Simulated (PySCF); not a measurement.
Give a PBE0-D3(BJ)/def2-SVP geometry of `BC#C` (C2H3B).

```
atom  x, y, z in Å
B1    -0.9917   -0.2032   -0.1924
C2     0.4455    0.1509    0.0978
C3     1.6089    0.4409    0.3288
H4    -1.6270    0.4510   -0.9829
H5    -1.5052   -1.1419    0.3655
H6     2.6342    0.6933    0.5349
```

Orientation and origin are arbitrary. Atoms count from 1 in this order. B1 (three-coordinate boron) is planar (angles 120.0°, 120.0° and 119.9°, sum 360.0°, 0.00 Å off the plane of its three neighbours).

Bonds between heavy atoms (Å): B1–C2 1.508, C2≡C3 1.221.

Theory: PBE0-D3(BJ)/def2-SVP geometry optimisation, gas phase (PySCF 2.14.0).

Point group: C2v (tolerance 0.08 Å). Not checked by PBE0-D3(BJ)/def2-SVP frequencies.

The run took 3.5 s on an Arm Neoverse V2 with one thread, no GPU, shared host with 32 logical CPUs at a one-minute load of 22, and the process peaked at 0.29 GiB of memory. These figures are those of the optimisation.
